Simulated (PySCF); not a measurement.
C₅H₉S (charge -1).
Geometry (GFN2-xTB, Å), atoms numbered from 1 in this order:
```
atom  x, y, z in Å
C1     1.7894    0.4227   -0.7240
C2     0.9420   -0.0961    0.4344
C3    -0.3844   -0.6543   -0.0155
C4    -1.4538    0.2951   -0.4873
C5    -1.6161   -0.4194    0.8289
S6    -1.5564    0.4464    2.3687
H7     2.7274    0.8434   -0.3614
H8     2.0206   -0.3831   -1.4219
H9     1.2519    1.1978   -1.2667
H10    0.7315    0.7095    1.1426
H11    1.4969   -0.8717    0.9731
H12   -0.3158   -1.6056   -0.5437
H13   -1.2294    1.3521   -0.4470
H14   -2.0679    0.0086   -1.3354
H15   -2.3403   -1.2373    0.8335
```

Structure optimised with GFN2-xTB, isolated species.

Take the most abundant isotopes and a rigid rotor. The values belong to one conformer with, in the numbering `[CH3:1][CH2:2][C@@H:3]1[CH2:4][C@@H:5]1[S-:6]`, C1–C2–C3–C4 -72°.

Question: What are A, B and C (GHz)?

Answer: Ia = 95.49, Ib = 288.09, Ic = 338.92 u·Å²; 505379 MHz·u·Å²/I gives 5292, 1754 and 1491 MHz, that is A = 5.2925, B = 1.7542, C = 1.4912 GHz.

Question: What kind of rotor is it?

Answer: An asymmetric top: κ = (2 × 1754 − 5292 − 1491)/(5292 − 1491) = -0.86.

Question: What does the inertial defect say?

Answer: Not planar: Δ = Ic − Ia − Ib = -44.67 u·Å². For a rigid frame Δ = −2 Σ m c², so Σ m c² = 22.33 u·Å² lies off the ab plane: 9.60 from hydrogen and 12.74 from heavier atoms. The atom farthest from that plane is 1.56 Å away.

Question: Give the other two planar moments, Paa and Pbb, and the rms extents of the mass along the axes.

Answer: Paa = Σ m a² = (Ib + Ic − Ia)/2 = 265.76 and Pbb = Σ m b² = (Ia + Ic − Ib)/2 = 73.16 u·Å². With the mass M = 101.04 u, the rms extents √(P/M) along a, b and c are 1.62, 0.85, 0.47 Å.

Question: Estimate the classical rotational partition function at 50 K, 298.15 K and 500 K.

Answer: Point group C1, symmetry number σ = 1; q = (√π/σ)·√((kT/h)³/(ABC)), k/h = 20836.6 MHz/K: 16000 at 50 K, 233000 at 298.15 K, 507000 at 500 K.

No GFN2-xTB frequencies stand behind this structure, so it isn't proved a minimum. Zero-point vibration and centrifugal distortion are left out.

All values are computed, not measured.
